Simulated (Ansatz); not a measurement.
# H3O+ with F2: superposition error and deformation, part 3 of 3

Ansatz 0.2.0, Gaussian basis.

## 19. B3LYP-D4/def2-TZVPPD

The inputs:

free-a/in.yaml

```yaml
crystal:
  periodic: [false, false, false]
  atoms:
    - {symbol: O, position_ang: [0.136293, 0.121927, -0.962156]}
    - {symbol: H, position_ang: [0.814075, -0.451928, -1.372223]}
    - {symbol: H, position_ang: [-0.047153, -0.109048, -0.029499]}
    - {symbol: H, position_ang: [-0.674792, 0.202576, -1.502981]}
basis:
  gaussian: {orbitals: "def2-TZVPPD.json"}
total_charge: 1
hamiltonian: {xc: {name: B3LYP}, dispersion: d4}
```

free-b/in.yaml

```yaml
crystal:
  periodic: [false, false, false]
  atoms:
    - {symbol: F, position_ang: [0.102418, 0.662191, 2.294328]}
    - {symbol: F, position_ang: [-0.330741, -0.425818, 1.572531]}
basis:
  gaussian: {orbitals: "def2-TZVPPD.json"}
hamiltonian: {xc: {name: B3LYP}, dispersion: d4}
```

One command serves all of them, each in its own folder.

The run is started by

```sh
$ ansatz run in.yaml --threads 2 --pin off --events-out ev --progress --plain --max-ram 5222MiB
```

Log of free-a (excerpt; [...] marks lines left out):

```text
Functional definition: B3LYP
  name "B3LYP"
  cite "Stephens, Devlin, Chabalowski & Frisch, J. Phys. Chem. 98, 11623 (1994) doi:10.1021/j100096a001"
  cite "Becke, Phys. Rev. A 38, 3098 (1988) doi:10.1103/PhysRevA.38.3098"
  cite "Lee, Yang & Parr, Phys. Rev. B 37, 785 (1988) doi:10.1103/PhysRevB.37.785"
  cite "Vosko, Wilk & Nusair, Can. J. Phys. 58, 1200 (1980) doi:10.1139/p80-159"
[...]
361 factors; their error is unknown
[...]
mean field -2088.25578999 eV, -76.7419848116 hartree, gradient 2.5e-5 eV, S^2 0.000000; 0 other end points of the search recorded, 0 dependent functions left out
reference -2088.25592692 eV, -76.7419898436 hartree; 5, 5 occupied and 86, 86 virtual orbitals, 361 factors
Total energy: -2088.26452000 eV, -76.7423056336 hartree
```

Output in free-b (excerpt; [...] marks lines left out):

```text
[... 6 set-up lines as earlier in the session ...]
[...]
394 factors; their error is unknown
[...]
mean field -5431.40453129 eV, -199.6004349867 hartree, gradient 1.4e-5 eV, S^2 0.000000; 0 other end points of the search recorded, 0 dependent functions left out
reference -5431.40471386 eV, -199.6004416959 hartree; 9, 9 occupied and 71, 71 virtual orbitals, 394 factors
Total energy: -5431.41299384 eV, -199.6007459796 hartree
```

They took 0.45 s (free-a), 0.4 s (free-b) on 2 threads of Arm Neoverse V1, shared host.

## 20. wB97X-V/def2-TZVPPD

The same edit goes into each in.yaml of step 19 (free-a, free-b):

```diff
-hamiltonian: {xc: {name: B3LYP}, dispersion: d4}
+hamiltonian: {xc: {name: wB97X-V}}
```

The same command starts each run, in its folder.

The run is started by

```sh
$ ansatz run in.yaml --threads 2 --pin off --events-out ev --progress --plain --max-ram 5222MiB
```

Output in free-a (excerpt; [...] marks lines left out):

```text
[... 5 set-up lines as earlier in the session ...]
[...]
      + integral(e_c_pw_opposite_spin*poly(b97_u_opposite, cos0, cos1)) + vv10(b, c)
361 factors; their error is unknown
130 factors; integrals over basis functions are off by at most 1.8e-5 eV
[...]
mean field -2087.43185637 eV, -76.7117058093 hartree, gradient 5.2e-5 eV, S^2 0.000000; 0 other end points of the search recorded, 0 dependent functions left out
reference -2087.43185517 eV, -76.7117057654 hartree; 5, 5 occupied and 86, 86 virtual orbitals, 361 factors
Total energy: -2087.43185517 eV, -76.7117057654 hartree
```

Output in free-b (excerpt; [...] marks lines left out):

```text
[... 5 set-up lines as earlier in the session ...]
[...]
      + integral(e_c_pw_opposite_spin*poly(b97_u_opposite, cos0, cos1)) + vv10(b, c)
394 factors; their error is unknown
104 factors; integrals over basis functions are off by at most 4.2e-5 eV
[...]
mean field -5429.49153381 eV, -199.5301336259 hartree, gradient 1.2e-5 eV, S^2 0.000000; 0 other end points of the search recorded, 0 dependent functions left out
reference -5429.49153178 eV, -199.5301335514 hartree; 9, 9 occupied and 71, 71 virtual orbitals, 394 factors
Total energy: -5429.49153178 eV, -199.5301335514 hartree
```

They took 1.1 s (free-a), 0.95 s (free-b) on 2 threads of Arm Neoverse V1, shared host.

## 21. wB97M-V/def2-TZVPPD

Each input of step 20 (free-a, free-b) changes in the same lines:

```diff
-hamiltonian: {xc: {name: wB97X-V}}
+hamiltonian: {xc: {name: wB97M-V}}
```

Each run has its own folder and the same command.

The run is started by

```sh
$ ansatz run in.yaml --threads 2 --pin off --events-out ev --progress --plain --max-ram 5222MiB
```

Log of free-a (excerpt; [...] marks lines left out):

```text
[... 5 set-up lines as earlier in the session ...]
  # Of w^i u^j: cxij and so on, Table III.
[...]
  gx(w, u) = 1 - cx + cx01*u + cx10*w
[...]
      + integral(e_c_pw_mod_opposite_spin*gos(b97_w_opposite, b97_u_opposite)) + vv10(b, c)
361 factors; their error is unknown
130 factors; integrals over basis functions are off by at most 1.8e-5 eV
[...]
mean field -2087.30736553 eV, -76.7071308555 hartree, gradient 6.0e-5 eV, S^2 0.000000; 0 other end points of the search recorded, 0 dependent functions left out
reference -2087.30739595 eV, -76.7071319735 hartree; 5, 5 occupied and 86, 86 virtual orbitals, 361 factors
Total energy: -2087.30739595 eV, -76.7071319735 hartree
```

Log of free-b (excerpt; [...] marks lines left out):

```text
[... 5 set-up lines as earlier in the session ...]
  # Of w^i u^j: cxij and so on, Table III.
[...]
  gx(w, u) = 1 - cx + cx01*u + cx10*w
[...]
      + integral(e_c_pw_mod_opposite_spin*gos(b97_w_opposite, b97_u_opposite)) + vv10(b, c)
394 factors; their error is unknown
104 factors; integrals over basis functions are off by at most 4.2e-5 eV
[...]
mean field -5430.09651206 eV, -199.5523661666 hartree, gradient 8.9e-6 eV, S^2 0.000000; 0 other end points of the search recorded, 0 dependent functions left out
reference -5430.09656430 eV, -199.5523680863 hartree; 9, 9 occupied and 71, 71 virtual orbitals, 394 factors
Total energy: -5430.09656430 eV, -199.5523680863 hartree
```

They took 1.1 s (free-a), 1 s (free-b) on 2 threads of Arm Neoverse V1, shared host.

## 22. B2PLYP/def2-TZVPPD

Each input of step 21 (free-a, free-b) changes in the same lines:

```diff
-hamiltonian: {xc: {name: wB97M-V}}
+hamiltonian: {xc: {name: B2PLYP}}
```

One command serves all of them, each in its own folder.

The run is started by

```sh
$ ansatz run in.yaml --threads 2 --pin off --events-out ev --progress --plain --max-ram 5222MiB
```

Log of free-a (excerpt; [...] marks lines left out):

```text
[... 5 set-up lines as earlier in the session ...]
[...]
512 factors; integrals over basis functions are off by at most 1.3e-3 eV
[...]
mean field -2084.58791728 eV, -76.6071929754 hartree, gradient 1.3e-6 eV, S^2 0.000000; 0 other end points of the search recorded, 0 dependent functions left out
1 core orbitals not correlated: weight in the atoms' cores, before any rotation towards them, 1.000 or more for the frozen orbitals, at most 0.000 for the correlated occupied ones
reference -2084.58799931 eV, -76.6071959903 hartree; 4, 4 occupied and 86, 86 virtual orbitals, 512 factors
second order -8.18428951 eV of doubles, -0.00000000 eV of singles
Total energy: -2086.79775748 eV, -76.6884031052 hartree
```

free-b printed (excerpt; [...] marks lines left out):

```text
[... 5 set-up lines as earlier in the session ...]
[...]
523 factors; integrals over basis functions are off by at most 5.8e-4 eV
[...]
mean field -5423.99941062 eV, -199.3283018215 hartree, gradient 2.0e-6 eV, S^2 0.000000; 0 other end points of the search recorded, 0 dependent functions left out
2 core orbitals not correlated: weight in the atoms' cores, before any rotation towards them, 1.000 or more for the frozen orbitals, at most 0.000 for the correlated occupied ones
reference -5423.99951104 eV, -199.3283055118 hartree; 7, 7 occupied and 71, 71 virtual orbitals, 523 factors
second order -16.86712863 eV of doubles, -0.00000000 eV of singles
Total energy: -5428.55363577 eV, -199.4956665088 hartree
```

Wall times: 0.65 s (free-a), 0.6 s (free-b) on 2 threads of Arm Neoverse V1, shared host.

## 23. BLYP-D4/def2-TZVPPD

The same edit goes into each in.yaml of step 22 (free-a, free-b):

```diff
-hamiltonian: {xc: {name: B2PLYP}}
+hamiltonian: {xc: {name: BLYP}, dispersion: d4}
```

The same command starts each run, in its folder.

The run is started by

```sh
$ ansatz run in.yaml --threads 2 --pin off --events-out ev --progress --plain --max-ram 5222MiB
```

Log of free-a (excerpt; [...] marks lines left out):

```text
[... 4 set-up lines as earlier in the session ...]
[...]
361 factors; their error is unknown
[...]
mean field -2087.71148789 eV, -76.7219820784 hartree, gradient 6.8e-5 eV, S^2 0.000000; 0 other end points of the search recorded, 0 dependent functions left out
reference -2087.71167914 eV, -76.7219891065 hartree; 5, 5 occupied and 86, 86 virtual orbitals, 361 factors
Total energy: -2087.72478231 eV, -76.7224706392 hartree
```

free-b printed (excerpt; [...] marks lines left out):

```text
[... 4 set-up lines as earlier in the session ...]
[...]
394 factors; their error is unknown
[...]
mean field -5431.39560378 eV, -199.6001069069 hartree, gradient 6.2e-5 eV, S^2 0.000000; 0 other end points of the search recorded, 0 dependent functions left out
reference -5431.39586332 eV, -199.6001164448 hartree; 9, 9 occupied and 71, 71 virtual orbitals, 394 factors
Total energy: -5431.40834935 eV, -199.6005752978 hartree
```

Times: 0.45 s (free-a), 0.35 s (free-b) on 2 threads of Arm Neoverse V1, shared host.

## 24. revPBE-D4/def2-TZVPPD

The same edit goes into each in.yaml of step 23 (free-a, free-b):

```diff
-hamiltonian: {xc: {name: BLYP}, dispersion: d4}
+hamiltonian: {xc: {name: revPBE}, dispersion: d4}
```

One command serves all of them, each in its own folder.

The run is started by

```sh
$ ansatz run in.yaml --threads 2 --pin off --events-out ev --progress --plain --max-ram 5222MiB
```

Log of free-a (excerpt; [...] marks lines left out):

```text
[... 4 set-up lines as earlier in the session ...]
[...]
361 factors; their error is unknown
[...]
mean field -2087.59166065 eV, -76.7175785086 hartree, gradient 4.0e-5 eV, S^2 0.000000; 0 other end points of the search recorded, 0 dependent functions left out
reference -2087.59169188 eV, -76.7175796562 hartree; 5, 5 occupied and 86, 86 virtual orbitals, 361 factors
Total energy: -2087.61804384 eV, -76.7185480727 hartree
```

free-b printed (excerpt; [...] marks lines left out):

```text
[... 4 set-up lines as earlier in the session ...]
[...]
394 factors; their error is unknown
[...]
mean field -5429.87906713 eV, -199.5443752128 hartree, gradient 3.0e-5 eV, S^2 0.000000; 0 other end points of the search recorded, 0 dependent functions left out
reference -5429.87912414 eV, -199.5443773077 hartree; 9, 9 occupied and 71, 71 virtual orbitals, 394 factors
Total energy: -5429.90303359 eV, -199.5452559641 hartree
```

Wall times: 0.35 s (free-a), 0.3 s (free-b) on 2 threads of Arm Neoverse V1, shared host.

## 25. B97M-V/def2-TZVPPD

The same edit goes into each in.yaml of step 24 (free-a, free-b):

```diff
-hamiltonian: {xc: {name: revPBE}, dispersion: d4}
+hamiltonian: {xc: {name: B97M-V}}
```

Each run has its own folder and the same command.

The run is started by

```sh
$ ansatz run in.yaml --threads 2 --pin off --events-out ev --progress --plain --max-ram 5222MiB
```

free-a printed (excerpt; [...] marks lines left out):

```text
[... 5 set-up lines as earlier in the session ...]
  # Of w^i u^j: cxij and so on, Table III.
[...]
  gx(w, u) = cx00 + cx01*u + cx02*u^2 + (cx10 + cx11*u)*w
[...]
  gos(w, u) = cos00 + cos01*u + cos03*u^3 + cos10*w + cos32*w^3*u^2
[...]
      + integral(e_c_pw_mod_opposite_spin*gos(b97_w_opposite, b97_u_opposite)) + vv10(b, c)
361 factors; their error is unknown
[...]
mean field -2087.48409505 eV, -76.7136255456 hartree, gradient 4.2e-5 eV, S^2 0.000000; 0 other end points of the search recorded, 0 dependent functions left out
reference -2087.48412866 eV, -76.7136267807 hartree; 5, 5 occupied and 86, 86 virtual orbitals, 361 factors
Total energy: -2087.48412866 eV, -76.7136267807 hartree
```

free-b printed (excerpt; [...] marks lines left out):

```text
[... 5 set-up lines as earlier in the session ...]
  # Of w^i u^j: cxij and so on, Table III.
[...]
  gx(w, u) = cx00 + cx01*u + cx02*u^2 + (cx10 + cx11*u)*w
[...]
  gos(w, u) = cos00 + cos01*u + cos03*u^3 + cos10*w + cos32*w^3*u^2
[...]
      + integral(e_c_pw_mod_opposite_spin*gos(b97_w_opposite, b97_u_opposite)) + vv10(b, c)
394 factors; their error is unknown
[...]
mean field -5429.40507556 eV, -199.5269563438 hartree, gradient 1.8e-5 eV, S^2 0.000000; 0 other end points of the search recorded, 0 dependent functions left out
reference -5429.40513668 eV, -199.5269585900 hartree; 9, 9 occupied and 71, 71 virtual orbitals, 394 factors
Total energy: -5429.40513668 eV, -199.5269585900 hartree
```

Times: 1.1 s (free-a), 0.9 s (free-b) on 2 threads of Arm Neoverse V1, shared host.

## 26. HSE06-D4/def2-TZVPPD

The same edit goes into each in.yaml of step 25 (free-a, free-b):

```diff
-hamiltonian: {xc: {name: B97M-V}}
+hamiltonian: {xc: hse06, dispersion: d4}
```

One command serves all of them, each in its own folder.

The run is started by

```sh
$ ansatz run in.yaml --threads 2 --pin off --events-out ev --progress --plain --max-ram 5222MiB
```

Output in free-a (excerpt; [...] marks lines left out):

```text
[... 6 set-up lines as earlier in the session ...]
[...]
  # The whole range is PBE's own exchange, as in plane waves. The composition of these papers is wPBEh.
[...]
361 factors; their error is unknown
44 factors; integrals over basis functions are off by at most 5.7e-6 eV
[...]
mean field -2085.89730060 eV, -76.6553119250 hartree, gradient 2.7e-5 eV, S^2 0.000000; 0 other end points of the search recorded, 0 dependent functions left out
reference -2085.89732411 eV, -76.6553127892 hartree; 5, 5 occupied and 86, 86 virtual orbitals, 361 factors
Total energy: -2085.90122680 eV, -76.6554562104 hartree
```

Log of free-b (excerpt; [...] marks lines left out):

```text
[... 6 set-up lines as earlier in the session ...]
[...]
394 factors; their error is unknown
24 factors; integrals over basis functions are off by at most 1.0e-4 eV
[...]
mean field -5426.00583362 eV, -199.4020365067 hartree, gradient 3.2e-5 eV, S^2 0.000000; 0 other end points of the search recorded, 0 dependent functions left out
reference -5426.00587249 eV, -199.4020379353 hartree; 9, 9 occupied and 71, 71 virtual orbitals, 394 factors
Total energy: -5426.00963172 eV, -199.4021760842 hartree
```

Times: 0.45 s (free-a), 0.4 s (free-b) on 2 threads of Arm Neoverse V1, shared host.

## 27. CCSD(T)/def2-TZVPPD

Each input of step 26 (free-a, free-b) changes in the same lines:

```diff
-hamiltonian: {xc: hse06, dispersion: d4}
+correlation: {method: ccsd_t}
```

One command serves all of them, each in its own folder.

The run is started by

```sh
$ ansatz run in.yaml --threads 2 --pin off --events-out ev --progress --plain --max-ram 5222MiB
```

Log of free-a (excerpt; [...] marks lines left out):

```text
[... 4 set-up lines as earlier in the session ...]
[...]
512 factors; integrals over basis functions are off by at most 1.3e-3 eV
[...]
mean field -2077.40601793 eV, -76.3432630424 hartree, gradient 8.8e-7 eV, S^2 0.000000; 0 other end points of the search recorded, 0 dependent functions left out
1 core orbitals not correlated: weight in the atoms' cores, before any rotation towards them, 1.000 or more for the frozen orbitals, at most 0.000 for the correlated occupied ones
reference -2077.40601793 eV, -76.3432630424 hartree; 4, 4 occupied and 86, 86 virtual orbitals, 512 factors
second order -6.96279014 eV of doubles, -0.00000000 eV of singles
cycle   1  -7.05833255 eV  change   -9.6e-2 eV  update   3.6e-2
[...]
cycle   8  -7.19863315 eV  change    7.1e-7 eV  update   6.7e-6
perturbative correction -0.18633529 eV, -0.0068476956 hartree
Total energy: -2084.79098637 eV, -76.6146556269 hartree
```

free-b printed (excerpt; [...] marks lines left out):

```text
[... 4 set-up lines as earlier in the session ...]
[...]
523 factors; integrals over basis functions are off by at most 5.8e-4 eV
[...]
mean field -5408.77631608 eV, -198.7688634158 hartree, gradient 7.3e-7 eV, S^2 0.000000; 0 other end points of the search recorded, 0 dependent functions left out; unrestricted orbitals would lower it
[...]
reference -5408.77631608 eV, -198.7688634158 hartree; 7, 7 occupied and 71, 71 virtual orbitals, 523 factors
second order -14.08939173 eV of doubles, -0.00000000 eV of singles
cycle   1  -13.78854933 eV  change    3.0e-1 eV  update   7.3e-2
[...]
cycle   9  -14.22589190 eV  change    1.7e-5 eV  update   1.5e-5
perturbative correction -0.47491779 eV, -0.0174529068 hartree
Total energy: -5423.47712577 eV, -199.3091082073 hartree
```

Wall times: 0.65 s (free-a), 0.9 s (free-b) on 2 threads of Arm Neoverse V1, shared host.

## 28. The split

```csv
method,interaction with counterpoise (kcal/mol),without,superposition error,deformation,binding energy
PBE-D4,-7.16,-7.26,0.09,0.03,-7.14
revPBE-D4,-6.15,-6.22,0.08,0.02,-6.12
BLYP-D4,-6.64,-6.74,0.10,-0.07,-6.71
r2SCAN-D4,-6.69,-6.80,0.10,0.23,-6.47
B97M-V,-6.61,-6.66,0.05,0.34,-6.26
PBE0-D4,-6.40,-6.50,0.09,0.33,-6.08
B3LYP-D4,-6.36,-6.46,0.10,0.19,-6.17
HSE06-D4,-6.40,-6.49,0.09,0.33,-6.07
wB97X-V,-6.00,-6.08,0.08,0.28,-5.72
wB97M-V,-6.10,-6.19,0.08,0.28,-5.83
B2PLYP,-5.78,-6.06,0.28,0.22,-5.56
Hartree-Fock,-3.34,-3.44,0.10,0.82,-2.52
MP2,-5.20,-5.93,0.73,0.26,-4.95
CCSD,-4.93,-5.64,0.71,0.31,-4.62
CCSD(T),-5.36,-6.14,0.77,0.22,-5.14
```

## 29. Results

This closing draws on all 3 parts.

| quantity | value |
| --- | --- |
| interaction, CCSD(T) | -5.36 kcal/mol |
| superposition error | 0.77 kcal/mol |
| deformation | 0.22 kcal/mol |
| binding energy | -5.14 kcal/mol |

In words: In this basis the superposition error is 0.77 kcal/mol for CCSD(T) and 0.09 kcal/mol on average for the plain functionals: correlated methods borrow far more, since they need many more functions to converge. Deformation takes back 4 % of the interaction. The free shapes are PBE0-D4 minima, so other methods can show a small negative deformation energy. The restricted Hartree–Fock reference is unstable towards an unrestricted one at one or more of these structures.
